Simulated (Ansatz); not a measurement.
Consider the isomerisation: `C=COC(C)=O` → `C=C=C(O)CO`.

Isolated molecules relaxed with PBE0-D4/def2-TZVP in Ansatz; ΔE leaves out vibrations. CCSD(T)/CBS adds triple-zeta CCSD(T) − MP2 to the extrapolated MP2 energy (def2 sets, frozen cores). DFT in def2-TZVPP. One conformer a species, not always the lowest.

`C=COC(C)=O`:

Z-matrix (Å, degrees):
```
C
C 1 1.494
H 1 1.092 2 109.8
H 1 1.087 2 109.5 3 -121.2
H 1 1.092 2 109.8 3 117.7
O 2 1.197 1 126.2 3 121.3
O 2 1.359 1 110.1 3 -58.7
C 7 1.372 2 117.9 1 -180.0
C 8 1.321 7 120.2 2 -179.8
H 8 1.082 7 114.6 2 0.2
H 9 1.081 8 119.5 7 -180.0
H 9 1.083 8 121.7 7 -0.0
```

`C=C=C(O)CO`:

Cartesian coordinates in Å:
```
C 0.610 -2.302 -0.118
C 0.113 -1.099 -0.094
C -0.367 0.114 -0.059
O -1.528 0.513 -0.672
C 0.273 1.257 0.664
O 0.558 2.336 -0.194
H 0.367 -3.036 0.646
H 1.292 -2.621 -0.903
H -1.878 -0.217 -1.191
H -0.399 1.570 1.478
H 1.214 0.930 1.104
H -0.253 2.553 -0.663
```

CCSD(T)/CBS gives +158.0 kJ/mol.

Another level gave +160.0 kJ/mol. Which?
A. PBE-D4/def2-TZVPP
B. HF/def2-TZVPP
C. B2PLYP/def2-TZVPP
D. ωB97X-V/def2-TZVPP

A. PBE-D4 160.0, B2PLYP 167.4, HF/def2-TZVPP 184.7, ωB97X-V 172.3 kJ/mol.

Largest T1 diagnostic among the species: 0.014.

In def2-TZVPP, CCSD(T) changes the Hartree–Fock value by −21.8 kJ/mol (the triples alone add −0.1 kJ/mol) and MP2 by −20.8 kJ/mol.
